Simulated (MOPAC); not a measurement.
# C4H11N (isobutylamine): PM6-D3, part 2 of 2

MOPAC 23.2.5. The steps go on from the part before.

### 3 The doublet cation: a geometry optimisation at PM6-D3

calc.mop

```
GNORM=0.05 UHF CHARGE=1 DISP CYCLES=300 PM6-D3 THREADS=1 AUX(PRECISION=6)
PM6-D3 optimise

C      0.536574 1     0.674558 1    -1.304440 1
C      0.417568 1    -0.457252 1    -0.278966 1
C     -0.919179 1    -1.190137 1    -0.429417 1
C      0.613574 1     0.068043 1     1.166123 1
N     -0.379476 1     1.065541 1     1.641092 1
H      1.471753 1     1.231562 1    -1.179787 1
H     -0.288020 1     1.390316 1    -1.223251 1
H      0.520633 1     0.282356 1    -2.327688 1
H      1.240528 1    -1.191675 1    -0.474558 1
H     -1.030668 1    -1.978724 1     0.322906 1
H     -1.001030 1    -1.661640 1    -1.415378 1
H     -1.773023 1    -0.512408 1    -0.327009 1
H      0.599149 1    -0.788915 1     1.875999 1
H      1.623923 1     0.525275 1     1.259482 1
H     -0.379003 1     1.880090 1     1.033710 1
H     -1.316985 1     0.675780 1     1.602169 1
```

The run is started by

```
$ mopac calc.mop
```

calc.out:

```text
MOPAC v23.2.5
PM6-D3 CALCULATION RESULTS

 *  PM6-D3     - CORRECT DISPERSION USING D3 METHOD
 *  UHF        - UNRESTRICTED HARTREE-FOCK CALCULATION
 *
 *
 *
 *                 CHARGE ON SYSTEM = +1
 *
 *
 *
 *  THREADS=1  - MULTI-THREADING NOT USED
 *  CYCLES=    - DO A MAXIMUM OF 300 STEPS
 *  GNORM      - EXIT WHEN GRADIENT NORM DROPS BELOW 0.050
 *  AUX        - OUTPUT AUXILIARY INFORMATION
 *  DISP       - PRINT DISPERSION AND HYDROGEN BOND ENERGIES
GNORM=0.05 UHF CHARGE=1 DISP CYCLES=300 PM6-D3 THREADS=1 AUX(PRECISION=6)
 PM6-D3 optimise

   ATOM   CHEMICAL          X               Y               Z
  NUMBER   SYMBOL      (ANGSTROMS)     (ANGSTROMS)     (ANGSTROMS)

     1       C          0.53657400  *   0.67455800  *  -1.30444000  *
     2       C          0.41756800  *  -0.45725200  *  -0.27896600  *
     3       C         -0.91917900  *  -1.19013700  *  -0.42941700  *
     4       C          0.61357400  *   0.06804300  *   1.16612300  *
     5       N         -0.37947600  *   1.06554100  *   1.64109200  *
     6       H          1.47175300  *   1.23156200  *  -1.17978700  *
     7       H         -0.28802000  *   1.39031600  *  -1.22325100  *
     8       H          0.52063300  *   0.28235600  *  -2.32768800  *
     9       H          1.24052800  *  -1.19167500  *  -0.47455800  *
    10       H         -1.03066800  *  -1.97872400  *   0.32290600  *
    11       H         -1.00103000  *  -1.66164000  *  -1.41537800  *
    12       H         -1.77302300  *  -0.51240800  *  -0.32700900  *
    13       H          0.59914900  *  -0.78891500  *   1.87599900  *
    14       H          1.62392300  *   0.52527500  *   1.25948200  *
    15       H         -0.37900300  *   1.88009000  *   1.03371000  *
    16       H         -1.31698500  *   0.67578000  *   1.60216900  *

          CARTESIAN COORDINATES

    NO.       ATOM           X           Y           Z

     1         C          0.5366      0.6746     -1.3044
     2         C          0.4176     -0.4573     -0.2790
     3         C         -0.9192     -1.1901     -0.4294
     4         C          0.6136      0.0680      1.1661
     5         N         -0.3795      1.0655      1.6411
     6         H          1.4718      1.2316     -1.1798
     7         H         -0.2880      1.3903     -1.2233
     8         H          0.5206      0.2824     -2.3277
     9         H          1.2405     -1.1917     -0.4746
    10         H         -1.0307     -1.9787      0.3229
    11         H         -1.0010     -1.6616     -1.4154
    12         H         -1.7730     -0.5124     -0.3270
    13         H          0.5991     -0.7889      1.8760
    14         H          1.6239      0.5253      1.2595
    15         H         -0.3790      1.8801      1.0337
    16         H         -1.3170      0.6758      1.6022

           Empirical Formula: C4 H11 N  =    16 atoms

      MOLECULAR POINT GROUP   :   Cs

          UHF CALCULATION, NO. OF ALPHA ELECTRONS =   16
                           NO. OF BETA  ELECTRONS =   15

          Geometry optimization using EF

          DIAGONAL MATRIX USED AS START HESSIAN

 CYCLE:     1 TIME:   0.016 TIME LEFT:  2.00D  GRAD.:   138.083 HEAT:  178.4072
 CYCLE:     2 TIME:   0.008 TIME LEFT:  2.00D  GRAD.:    83.530 HEAT:  167.4454
 CYCLE:     3 TIME:   0.008 TIME LEFT:  2.00D  GRAD.:   107.203 HEAT:  166.9462
 CYCLE:     4 TIME:   0.008 TIME LEFT:  2.00D  GRAD.:    37.677 HEAT:  163.2070
 CYCLE:     5 TIME:   0.016 TIME LEFT:  2.00D  GRAD.:    21.615 HEAT:  162.6393
 CYCLE:     6 TIME:   0.000 TIME LEFT:  2.00D  GRAD.:    15.198 HEAT:  162.4486
 CYCLE:     7 TIME:   0.008 TIME LEFT:  2.00D  GRAD.:    18.020 HEAT:  162.3874
 CYCLE:     8 TIME:   0.008 TIME LEFT:  2.00D  GRAD.:    18.626 HEAT:  162.3166
 CYCLE:     9 TIME:   0.008 TIME LEFT:  2.00D  GRAD.:    12.132 HEAT:  162.1940
 CYCLE:    10 TIME:   0.008 TIME LEFT:  2.00D  GRAD.:    15.652 HEAT:  162.1520
 CYCLE:    11 TIME:   0.000 TIME LEFT:  2.00D  GRAD.:    12.322 HEAT:  162.0750
 CYCLE:    12 TIME:   0.008 TIME LEFT:  2.00D  GRAD.:    11.982 HEAT:  162.0212
 CYCLE:    13 TIME:   0.008 TIME LEFT:  2.00D  GRAD.:     7.663 HEAT:  161.9665
 CYCLE:    14 TIME:   0.000 TIME LEFT:  2.00D  GRAD.:     9.132 HEAT:  161.9370
 CYCLE:    15 TIME:   0.008 TIME LEFT:  2.00D  GRAD.:     2.858 HEAT:  161.9057
 CYCLE:    16 TIME:   0.008 TIME LEFT:  2.00D  GRAD.:     3.601 HEAT:  161.8976
 CYCLE:    17 TIME:   0.000 TIME LEFT:  2.00D  GRAD.:     2.357 HEAT:  161.8877
 CYCLE:    18 TIME:   0.008 TIME LEFT:  2.00D  GRAD.:     1.401 HEAT:  161.8830
 CYCLE:    19 TIME:   0.008 TIME LEFT:  2.00D  GRAD.:     1.135 HEAT:  161.8799
 CYCLE:    20 TIME:   0.008 TIME LEFT:  2.00D  GRAD.:     0.999 HEAT:  161.8777
 CYCLE:    21 TIME:   0.000 TIME LEFT:  2.00D  GRAD.:     0.795 HEAT:  161.8757
 CYCLE:    22 TIME:   0.008 TIME LEFT:  2.00D  GRAD.:     0.710 HEAT:  161.8743
 CYCLE:    23 TIME:   0.008 TIME LEFT:  2.00D  GRAD.:     0.688 HEAT:  161.8730
 CYCLE:    24 TIME:   0.008 TIME LEFT:  2.00D  GRAD.:     0.636 HEAT:  161.8721
 CYCLE:    25 TIME:   0.000 TIME LEFT:  2.00D  GRAD.:     0.796 HEAT:  161.8709
 CYCLE:    26 TIME:   0.008 TIME LEFT:  2.00D  GRAD.:     0.950 HEAT:  161.8699
 CYCLE:    27 TIME:   0.008 TIME LEFT:  2.00D  GRAD.:     1.087 HEAT:  161.8676
 CYCLE:    28 TIME:   0.008 TIME LEFT:  2.00D  GRAD.:     1.064 HEAT:  161.8657
 CYCLE:    29 TIME:   0.000 TIME LEFT:  2.00D  GRAD.:     0.830 HEAT:  161.8634
 CYCLE:    30 TIME:   0.008 TIME LEFT:  2.00D  GRAD.:     0.735 HEAT:  161.8616
 CYCLE:    31 TIME:   0.008 TIME LEFT:  2.00D  GRAD.:     0.608 HEAT:  161.8605
 CYCLE:    32 TIME:   0.008 TIME LEFT:  2.00D  GRAD.:     0.529 HEAT:  161.8596
 CYCLE:    33 TIME:   0.000 TIME LEFT:  2.00D  GRAD.:     0.582 HEAT:  161.8596
 CYCLE:    34 TIME:   0.008 TIME LEFT:  2.00D  GRAD.:     0.910 HEAT:  161.8634
 CYCLE:    35 TIME:   0.008 TIME LEFT:  2.00D  GRAD.:     0.511 HEAT:  161.8600
 CYCLE:    36 TIME:   0.008 TIME LEFT:  2.00D  GRAD.:     1.620 HEAT:  161.8612
 CYCLE:    37 TIME:   0.008 TIME LEFT:  2.00D  GRAD.:     0.591 HEAT:  161.8587
 CYCLE:    38 TIME:   0.000 TIME LEFT:  2.00D  GRAD.:     0.288 HEAT:  161.8583
 CYCLE:    39 TIME:   0.008 TIME LEFT:  2.00D  GRAD.:     0.211 HEAT:  161.8582
 CYCLE:    40 TIME:   0.000 TIME LEFT:  2.00D  GRAD.:     0.207 HEAT:  161.8580
 CYCLE:    41 TIME:   0.008 TIME LEFT:  2.00D  GRAD.:     0.137 HEAT:  161.8577
 CYCLE:    42 TIME:   0.008 TIME LEFT:  2.00D  GRAD.:     0.104 HEAT:  161.8577
 CYCLE:    43 TIME:   0.000 TIME LEFT:  2.00D  GRAD.:     0.083 HEAT:  161.8577
 CYCLE:    44 TIME:   0.008 TIME LEFT:  2.00D  GRAD.:     0.072 HEAT:  161.8576
 CYCLE:    45 TIME:   0.008 TIME LEFT:  2.00D  GRAD.:     0.082 HEAT:  161.8576
 CYCLE:    46 TIME:   0.000 TIME LEFT:  2.00D  GRAD.:     0.083 HEAT:  161.8576
 CYCLE:    47 TIME:   0.008 TIME LEFT:  2.00D  GRAD.:     0.254 HEAT:  161.8574
 CYCLE:    48 TIME:   0.008 TIME LEFT:  2.00D  GRAD.:     0.354 HEAT:  161.8575
 CYCLE:    49 TIME:   0.000 TIME LEFT:  2.00D  GRAD.:     0.193 HEAT:  161.8573
 CYCLE:    50 TIME:   0.008 TIME LEFT:  2.00D  GRAD.:     0.154 HEAT:  161.8572
 CYCLE:    51 TIME:   0.008 TIME LEFT:  2.00D  GRAD.:     0.159 HEAT:  161.8572
 CYCLE:    52 TIME:   0.000 TIME LEFT:  2.00D  GRAD.:     0.088 HEAT:  161.8571
 CYCLE:    53 TIME:   0.008 TIME LEFT:  2.00D  GRAD.:     0.061 HEAT:  161.8571
 CYCLE:    54 TIME:   0.000 TIME LEFT:  2.00D  GRAD.:     0.049 HEAT:  161.8571

     GRADIENT =  0.04864 IS LESS THAN CUTOFF =  0.05000

 -------------------------------------------------------------------------------
 GNORM=0.05 UHF CHARGE=1 DISP CYCLES=300 PM6-D3 THREADS=1 AUX(PRECISION=6)
 PM6-D3 optimise

     GEOMETRY OPTIMISED USING EIGENVECTOR FOLLOWING (EF).
     SCF FIELD WAS ACHIEVED

                              PM6-D3 CALCULATION

          FINAL HEAT OF FORMATION =        161.85706 KCAL/MOL =     677.20996 KJ/MOL

          TOTAL ENERGY            =     -18718.19218 KCAL/MOL = ELECTRONIC ENERGY + CORE-CORE REPULSION
          ENERGY OF ATOMS         =      18883.57548 KCAL/MOL
                              SUM =        165.38330 KCAL/MOL
          DISPERSION ENERGY       =         -3.52623 KCAL/MOL
                              SUM =        161.85706 KCAL/MOL = FINAL HEAT OF FORMATION

          TOTAL ENERGY            =       -811.69764 EV
          ELECTRONIC ENERGY       =      -3549.91816 EV
          CORE-CORE REPULSION     =       2738.22052 EV
          COSMO AREA              =        127.29 SQUARE ANGSTROMS
          COSMO VOLUME            =        118.91 CUBIC ANGSTROMS

          GRADIENT NORM           =          0.04864          =       0.01216 PER ATOM
          IONIZATION POTENTIAL    =         16.106146 EV
          ALPHA SOMO LUMO (EV)    =        -16.106 -4.237
          BETA  SOMO LUMO (EV)    =        -16.333 -7.085
          NO. OF ALPHA ELECTRONS  =         16
          NO. OF BETA  ELECTRONS  =         15
          MOLECULAR WEIGHT        =         73.1376         POINT GROUP:  Cs

          MOLECULAR DIMENSIONS (Angstroms)

            Atom       Atom       Distance
            H    16    H     8     4.64362
            H    11    H    14     4.06026
            H     7    H    13     3.17333

          SCF CALCULATIONS        =         57

          WALL-CLOCK TIME         =      0.344 SECONDS
          COMPUTATION TIME        =      0.262 SECONDS

   ATOM   CHEMICAL          X               Y               Z
  NUMBER   SYMBOL      (ANGSTROMS)     (ANGSTROMS)     (ANGSTROMS)

     1       C          0.54162686  *   0.68056341  *  -1.29839140  *
     2       C          0.40196263  *  -0.45602043  *  -0.30440809  *
     3       C         -0.92245220  *  -1.18532567  *  -0.42070022  *
     4       C          0.61408073  *   0.08216513  *   1.19249347  *
     5       N         -0.40626243  *   1.01794584  *   1.51544032  *
     6       H          1.46839701  *   1.25699254  *  -1.17554076  *
     7       H         -0.30226701  *   1.37860172  *  -1.30610745  *
     8       H          0.58910349  *   0.27871947  *  -2.33021320  *
     9       H          1.24910749  *  -1.18498847  *  -0.44056468  *
    10       H         -1.06476221  *  -1.95856101  *   0.34601520  *
    11       H         -0.97371531  *  -1.72698479  *  -1.38629481  *
    12       H         -1.79953857  *  -0.52926780  *  -0.41870285  *
    13       H          0.61064181  *  -0.81285612  *   1.87126319  *
    14       H          1.64284508  *   0.53156572  *   1.24017054  *
    15       H         -0.31182022  *   1.99612166  *   1.26870416  *
    16       H         -1.29490042  *   0.70975953  *   1.89210094  *

                             CARTESIAN COORDINATES

   1    C        0.541626863     0.680563411    -1.298391400
   2    C        0.401962635    -0.456020430    -0.304408089
   3    C       -0.922452200    -1.185325670    -0.420700217
   4    C        0.614080732     0.082165135     1.192493468
   5    N       -0.406262430     1.017945839     1.515440324
   6    H        1.468397009     1.256992542    -1.175540757
   7    H       -0.302267012     1.378601721    -1.306107446
   8    H        0.589103487     0.278719467    -2.330213197
   9    H        1.249107489    -1.184988468    -0.440564682
  10    H       -1.064762214    -1.958561012     0.346015195
  11    H       -0.973715309    -1.726984790    -1.386294809
  12    H       -1.799538566    -0.529267799    -0.418702847
  13    H        0.610641805    -0.812856116     1.871263191
  14    H        1.642845080     0.531565723     1.240170544
  15    H       -0.311820225     1.996121660     1.268704162
  16    H       -1.294900424     0.709759529     1.892100943

           Empirical Formula: C4 H11 N  =    16 atoms

      MOLECULAR POINT GROUP   :   Cs

          ALPHA EIGENVALUES
 -38.73059 -33.05924 -29.39555 -28.74548 -25.17170 -24.80161 -22.64043 -21.24369
 -19.67529 -19.56057 -18.47525 -17.93221 -17.35233 -16.76265 -16.58417 -16.10615
  -4.23666  -2.13199  -1.12321  -0.85568  -0.49111  -0.33838   0.13113   0.20432
   0.95065   1.47278   1.52096   1.57949   1.59004   2.55344   2.65681

           BETA EIGENVALUES
 -37.15174 -32.78571 -29.09531 -28.72541 -24.65629 -24.60447 -22.21564 -20.33538
 -19.60282 -19.36066 -17.90944 -17.32795 -16.85873 -16.75019 -16.33303  -7.08534
  -3.44913  -1.92157  -0.74397  -0.67555  -0.39506  -0.28210   0.25132   0.38733
   0.97277   1.47643   1.52869   1.58259   1.60288   2.55805   2.66037

              NET ATOMIC CHARGES AND DIPOLE CONTRIBUTIONS

  ATOM NO.   TYPE          CHARGE      No. of ELECS.   s-Pop       p-Pop
    1          C          -0.550153        4.5502     1.09119     3.45897
    2          C           0.107284        3.8927     1.09716     2.79556
    3          C          -0.550520        4.5505     1.09121     3.45931
    4          C          -0.349938        4.3499     1.13269     3.21725
    5          N           0.082055        4.9179     1.43266     3.48529
    6          H           0.179668        0.8203     0.82033
    7          H           0.167836        0.8322     0.83216
    8          H           0.206474        0.7935     0.79353
    9          H           0.160274        0.8397     0.83973
   10          H           0.179404        0.8206     0.82060
   11          H           0.206513        0.7935     0.79349
   12          H           0.168154        0.8318     0.83185
   13          H           0.223080        0.7769     0.77692
   14          H           0.223885        0.7761     0.77612
   15          H           0.272995        0.7270     0.72701
   16          H           0.272989        0.7270     0.72701
 DIPOLE           X         Y         Z       TOTAL
 POINT-CHG.    -0.545     2.106     3.621     4.224
 HYBRID        -0.410     0.455     0.299     0.682
 SUM           -0.956     2.561     3.919     4.778

          ATOMIC ORBITAL ELECTRON POPULATIONS

     Atom    s        px        py        pz
    1  C   1.09119   1.19334   1.11414   1.15149
    2  C   1.09716   1.03347   0.98346   0.77863
    3  C   1.09121   1.06664   1.16186   1.23081
    4  C   1.13269   1.02424   1.06230   1.13071
    5  N   1.43266   1.16826   1.17170   1.14532
    6  H   0.82033
    7  H   0.83216
    8  H   0.79353
    9  H   0.83973
   10  H   0.82060
   11  H   0.79349
   12  H   0.83185
   13  H   0.77692
   14  H   0.77612
   15  H   0.72701
   16  H   0.72701

                    (SZ)    =    0.500000
                    (S**2)  =    0.762632

          ATOMIC ORBITAL SPIN POPULATIONS

    Atom   Total    s     px     py     pz
         Atomic
    1  C -0.0025 -0.001 -0.000 -0.002  0.001
    2  C  0.1189  0.007  0.003  0.023  0.086
    3  C -0.0024 -0.001 -0.002 -0.001  0.001
    4  C -0.0557 -0.010 -0.029 -0.027  0.010
    5  N  0.9945  0.056  0.155  0.071  0.713
    6  H  0.0007  0.001
    7  H  0.0002  0.000
    8  H  0.0037  0.004
    9  H  0.0019  0.002
   10  H  0.0007  0.001
   11  H  0.0036  0.004
   12  H  0.0002  0.000
   13  H  0.0158  0.016
   14  H  0.0171  0.017
   15  H -0.0483 -0.048
   16  H -0.0483 -0.048

 *                    *
 * JOB ENDED NORMALLY *
 *                    *

 TOTAL JOB TIME:             0.34 SECONDS

 == MOPAC DONE ==
```

Run time: 0.36 s. Hardware: 1 thread of Arm Neoverse N1, shared host.

Steps, from the record of the run:

```tsv
step	energy from the first frame kept (eV)	largest force (eV/Å)
0	0.0000	4.6296
3	-0.6591	1.0219
6	-0.6947	0.4358
9	-0.7049	0.4274
12	-0.7129	0.2154
15	-0.7159	0.0617
18	-0.7167	0.0195
21	-0.7169	0.0135
24	-0.7171	0.0156
27	-0.7173	0.0231
30	-0.7175	0.0100
33	-0.7174	0.0161
36	-0.7176	0.0104
39	-0.7176	0.0031
42	-0.7177	0.0016
45	-0.7177	0.0017
48	-0.7177	0.0056
51	-0.7177	0.0018
53	-0.7177	0.0011
```

After the run. Bond lengths: C1–C2 1.516 Å, C2–C3 1.516 Å, C2–C4 1.605 Å, C4–N5 1.422 Å, C1–H6 1.098 Å, C1–H7 1.095 Å, C1–H8 1.108 Å, C2–H9 1.126 Å, C3–H10 1.098 Å, C3–H11 1.108 Å, C3–H12 1.095 Å, C4–H13 1.123 Å, C4–H14 1.124 Å, N5–H15 1.013 Å, N5–H16 1.013 Å. Some angles: C1–C2–C3 113.0°, C1–C2–C4 110.4°, C3–C2–C4 110.4°, C2–C4–N5 109.7°, C1–C2–H9 109.7°, C3–C2–H9 109.7°, C4–C2–H9 103.3°, C2–C1–H6 113.4°, C2–C1–H7 114.3°, C2–C1–H8 110.0°.

### 4 What came out

This closing draws on all 2 parts.

Level: PM6-D3.

| quantity | value |
| --- | --- |
| run 1, PM6-D3: total energy at the end | -30.12708 Eh |
| run 1, PM6-D3: dipole moment | 2.12 D |
| run 1, PM6-D3: HOMO energy | -9.29 eV |
| run 1, PM6-D3: LUMO energy | 3.65 eV |
| run 1, PM6-D3: HOMO–LUMO gap | 12.95 eV |
| run 1, PM6-D3: dispersion energy | -15.35 kJ/mol |
| run 1, PM6-D3: heat of formation | -25.1 kcal/mol |
| doublet cation: total energy at the end | -29.82934 Eh |
| doublet cation: HOMO energy (over α and β) | -16.11 eV |
| doublet cation: LUMO energy (over α and β) | -7.08 eV |
| doublet cation: dispersion energy | -14.75 kJ/mol |
| doublet cation: heat of formation | 161.9 kcal/mol |
| doublet cation: ⟨S²⟩ | 0.763 |
| adiabatic ionisation energy (to the doublet cation, no zero-point term) | 8.108 eV |

**Reading.** The adiabatic ionisation energy (to the doublet cation, no zero-point term) is 8.11 eV (782 kJ/mol). The optimisation (run 1, PM6-D3) took 60 steps and changed the energy by -0.098 eV. The measured heat of formation at 298 K is -23.6 kcal/mol (CRC Handbook of Chemistry and Physics); the method is off by -1.5 kcal/mol. The optimisation (doublet cation) took 53 steps and changed the energy by -0.718 eV.
